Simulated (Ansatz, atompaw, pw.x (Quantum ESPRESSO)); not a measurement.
**Tc (Z = 43): one change to the PAW (atompaw) potential, in the atom and in the fcc crystal**

technetium (Tc), PAW, made with atompaw 4.2.0.5 (LDA (PW92), scalar-relativistic). Core [Ar] 3d10, reference 4s2 4p6 4d5 5s2 5p0. Waves: 4s (bound); 5s (bound); 4p (bound); 5p (bound, empty); 4d (bound); 4d channel at 4.7 Ry. Local part: bessel scheme, radius 2.00 bohr. Core correction: smooth core density matched at 1.10 bohr. Augmentation charge: sinc compensation charge, radius 1.60 bohr; PAW radius 2.15 bohr; waves and projectors: bloechl.

Change: all radii scaled by about 0.89 (s 1.60, p 1.34, d 1.70 bohr); local potential bessel scheme, radius 1.78 bohr; augmentation sinc compensation charge, radius 1.42 bohr; PAW radius 1.92 bohr; waves and projectors: bloechl; core correction smooth core density matched at 0.98 bohr.

Cutoffs, loose and tight: the cutoffs (Ry, on a coarse ladder) from which the occupation-weighted sum of valence levels, in a spherical-Bessel basis at the reference potential, stays within 10 and 1 mRy of its value at 400 Ry. They see the waves, projectors and local potential, not the compensation charge or the core.

Crystal test: fcc Tc in pw.x 7.5, no spin, 15³ k-points, Fermi–Dirac smearing 0.01 Ry, cutoffs set for each file from its atomic test. The reference is all-electron LAPW (Ansatz 0.2.0) with the same functional, mesh and smearing; V0 and B0 come from Birch–Murnaghan fits to the pressures at five volumes. Errors are pseudo minus all-electron; Δ is the rms difference of the E(V) curves that follow from these fits, minima aligned, over ±6 % about the mean V0. Mesh and smearing are coarse, so the numbers serve the comparison and aren't converged zero-temperature values; the lattice is a test structure that the element need not adopt.

All-electron: a0 = 3.812 Å (V0 = 13.85 Å³/atom), B0 = 338.5 GPa.

Task: Does the change bring the crystal closer to the all-electron result?

Result: The mean pressure error goes from +4.93 to +3.09 GPa, so the change moves the solid closer to the all-electron pressures.

```
                 quantity       base    changed
           outcome (atom)  generated  generated
     cutoff, loose (atom)      40 Ry      45 Ry
     cutoff, tight (atom)      50 Ry      55 Ry
      bound ghosts (atom)       none       none
     cutoffs in pw.x (Ry)     60/600     70/700
                   a0 (Å)      3.830      3.823
             a0 error (%)      +0.47      +0.30
             B0 error (%)       +0.1       +0.1
             Δ (meV/atom)       14.6        9.2
mean pressure error (GPa)      +4.93      +3.09
```

 The atomic cutoffs weigh occupied waves only.
